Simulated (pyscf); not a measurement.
`[SH][Zn][SH]` + `[OH][SiH3]` → `[SH2]` + `[SiH3][O][Zn][SH]`, a four-centre exchange (singlet surface; S–Zn, H–O broken, H–S, O–Zn formed). Single points on ωB97X-D3(BJ)/def2-SVP structures (PySCF, gas phase). Energies in kcal/mol from the separated reactants.

Small-basis levels: PySCF, no dispersion term, spherical d functions. 

### Question
Quick HF/6-31G*+LANL2DZ single points give ΔE‡ = 13.2 kcal/mol and ΔE = +4.1 kcal/mol. What does ωB97M-D3(BJ)/def2-TZVP give, and how far is the quick result from it?

### Answer
ωB97M-D3(BJ)/def2-TZVP gives ΔE‡ = 6.2 kcal/mol and ΔE = +8.7 kcal/mol. HF/6-31G*+LANL2DZ lies 7.0 kcal/mol over it in the barrier and 4.6 kcal/mol under it in the reaction energy, so on this step it does not hold to within 3.0 kcal/mol. ωB97M-D3(BJ)/def2-TZVP has limits of its own. On the reactant side the descent ends in an adduct with a O–Zn contact (not fully relaxed), 13.6 kcal/mol under the separated species and 17.6 kcal/mol under the saddle at ωB97X-D3(BJ)/def2-TZVP. On the product side the descent ends in an adduct with a S–Zn contact, 12.7 kcal/mol under the separated species and 7.5 kcal/mol under the saddle at ωB97X-D3(BJ)/def2-TZVP. At ωB97M-D3(BJ) the saddle lies under the separated products, which points to a path from their complex (located at ωB97X-D3(BJ) alone), and parting the products costs more than the saddle. What is counted as formed (O–Zn) is already present as a longer contact in the reactant adduct; forming that adduct is a step of its own. What is counted as broken (S–Zn) persists as a longer contact in the product adduct; parting that adduct is a step of its own. At ωB97X-D3(BJ)/def2-TZVP the barrier from the zero used here is 4.0 kcal/mol. One saddle was located; it need not be the lowest between these sides. In the def2 sets elements up to Kr have no core potential.
